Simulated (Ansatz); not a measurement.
# BFH3Si− (SMILES B[SiH-]F): a relaxed scan of the bond length Si2–H6

One table from this session's results is given with a row withheld; the runs are named, their logs left out.

Method: single points in def2-TZVPPD; program: Ansatz 0.2.0, Gaussian basis.

Levels: PBE-D4, r2SCAN-D4, PBE0-D4, B3LYP-D4, wB97M-V, Hartree-Fock, MP2, CCSD, CCSD(T). The scan takes 1.350, 1.380, 1.424, 1.475, 1.532, 1.594, 1.659, 1.728, 1.799 Å.

Correlated methods freeze the cores. B3LYP uses VWN-RPA correlation.

25 further runs of the same task are left out: 25 set aside as unsound or not needed.

## The starting structure

SMILES `B[SiH-]F`, 6 atoms, charge -1, spin multiplicity 1.

Atoms are counted from 1 here; the program's logs count them from 0.

Bond lengths: B1–Si2 1.821 Å, B1–H4 1.210 Å, B1–H5 1.205 Å, Si2–F3 1.728 Å, Si2–H6 1.494 Å. Angles: Si2–B1–H4 120.1°, Si2–B1–H5 123.6°, H4–B1–H5 115.4°, B1–Si2–F3 125.2°, B1–Si2–H6 137.4°, F3–Si2–H6 95.0°.

As a file:

```xyz
6
BFH3Si
B     0.3402   -0.5214   -0.8462
Si   -0.3467    0.3003    0.6271
F    -0.0736    1.9493    1.0670
H     0.1290   -1.6974   -1.0383
H     0.8346    0.0719   -1.7715
H    -0.8836   -0.1027    1.9619
```

The first run:

The input, relax/in.yaml:

```yaml
crystal:
  periodic: [false, false, false]
  atoms:
    - {symbol: B, position_ang: [0.340240, -0.521380, -0.846220]}
    - {symbol: Si, position_ang: [-0.346690, 0.300260, 0.627130]}
    - {symbol: F, position_ang: [-0.073630, 1.949310, 1.066980]}
    - {symbol: H, position_ang: [0.129030, -1.697430, -1.038260]}
    - {symbol: H, position_ang: [0.834640, 0.071920, -1.771480]}
    - {symbol: H, position_ang: [-0.883590, -0.102680, 1.961850]}
basis:
  gaussian: {orbitals: def2-TZVPD}
total_charge: -1
hamiltonian: {xc: pbe0, dispersion: d4}
relax: {f_tol: 0.005, max_steps: 200}
```

The command line of these runs was not kept.

Among the steps run: Finding the minimum; The minimum at every level; Si2–H6 = 1.350 Å; Si2–H6 = 1.380 Å; Si2–H6 = 1.424 Å; Si2–H6 = 1.475 Å; Si2–H6 = 1.532 Å; Si2–H6 = 1.594 Å; Si2–H6 = 1.659 Å; Si2–H6 = 1.728 Å; Si2–H6 = 1.799 Å.

One table of the session follows, with a row left open; its other results are not shown here.

Energies less that of the minimum at the same level (kJ/mol):

| bond length (Å) | PBE-D4 | PBE0-D4 | B3LYP-D4 | wB97M-V | Hartree-Fock |
| --- | --- | --- | --- | --- | --- |
| 1.350 | 24.2 | 21.8 | 20.6 | 19.5 | 19.3 |
| 1.380 | 15.3 | 13.2 | 12.4 | 11.4 | 11.2 |
| 1.424 | 6.3 | 4.8 | 4.6 | 3.7 | 3.6 |
| 1.475 | ? | ? | ? | ? | ? |
| 1.499 (minimum) | 0.0 | 0.0 | 0.0 | 0.0 | 0.0 |
| 1.532 | 0.1 | 0.8 | 0.8 | 1.3 | 1.4 |
| 1.594 | 4.0 | 6.0 | 5.9 | 7.4 | 7.7 |
| 1.659 | 11.9 | 15.5 | 14.9 | 17.6 | 18.3 |
| 1.728 | 23.4 | 28.6 | 27.3 | 31.4 | 32.5 |
| 1.799 | 37.0 | 44.0 | 41.6 | 47.8 | 49.3 |

Estimate the missing values for bond length (Å) = 1.475.

The run gave: PBE-D4: 1.0; PBE0-D4: 0.4; B3LYP-D4: 0.4; wB97M-V: 0.1; Hartree-Fock: 0.1.
